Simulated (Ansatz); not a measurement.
`CC(C)=N`. Charge 0, multiplicity 1.

Z-matrix (Å, degrees):
```
C
C 1 1.502
H 1 1.091 2 111.6
H 1 1.094 2 110.5 3 121.2
H 1 1.094 2 110.4 3 -121.1
C 2 1.497 1 115.9 3 -179.5
N 2 1.268 1 125.1 3 0.5
H 6 1.094 2 110.6 1 -58.5
H 6 1.088 2 110.2 1 -179.6
H 6 1.094 2 110.5 1 59.5
H 7 1.021 2 110.6 1 -0.0
```

Problem. What are the harmonic wavenumbers in cm⁻¹ at PBE0-D4/def2-TZVP (Ansatz, finite differences of forces, unscaled)? (Best estimate.)

Solution. The calculation gave: 117, 180, 384, 474, 513, 825, 827, 931, 1049, 1085, 1108, 1134, 1351, 1395, 1422, 1457, 1461, 1473, 1480, 1752, 3042, 3049, 3104, 3110, 3141, 3168, 3458.

Problem. Is this a minimum?

Solution. Yes, all 27 modes are real.

Problem. Give the ideal-gas thermochemistry at 298.15 K and 1 bar (rigid rotor, harmonic oscillator; point group Cs, symmetry number 1).

Solution. Zero-point energy 254.2 kJ/mol; H(298) − E = 270.4 kJ/mol; entropy 296.9 J/(mol·K), of which translation 159.3, rotation 101.2, vibration 36.5; G(298) − E = 181.9 kJ/mol.

Problem. And at 400, 500, 600, 800 and 1000 K?

Solution. 
```tsv
T (K)	H − E (kJ/mol)	S (J/mol/K)	G − E (kJ/mol)
400	279.7	323.6	150.3
500	290.8	348.3	116.7
600	303.7	371.8	80.7
800	333.8	414.9	1.9
1000	368.5	453.5	-85.0
```
